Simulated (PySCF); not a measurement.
**Ne: ionisation energy**

Ne [Ne] (1S) → Ne⁺ [He] 2s2 2p5 (2P), as a difference of total energies. All numbers are calculated (PySCF 2.14, no relativity, point nucleus, in aug-cc-pVDZ). Correlated levels: valence: 1s2 frozen. The calculations carry no spin-orbit coupling.

```json
{"method": "UHF", "ionisation energy (eV)": "19.850"}
{"method": "r2SCAN", "ionisation energy (eV)": "21.630"}
{"method": "TPSS", "ionisation energy (eV)": "21.566"}
{"method": "MP2 (valence)", "ionisation energy (eV)": "21.611"}
{"method": "SCS-MP2 (valence)", "ionisation energy (eV)": "21.466"}
{"method": "CCSD (valence)", "ionisation energy (eV)": "21.390"}
{"method": "CCSD(T) (valence)", "ionisation energy (eV)": "21.421"}
```

Task: How much does correlation contribute at CCSD(T) (valence)?

Result: 21.421 − (19.850) = 1.571 eV, measured against UHF.

Errors of the correlated levels include the incompleteness of this basis and the frozen core.

For comparison: 21.597 eV (measured; NIST levels, between the centres of gravity of the two terms).
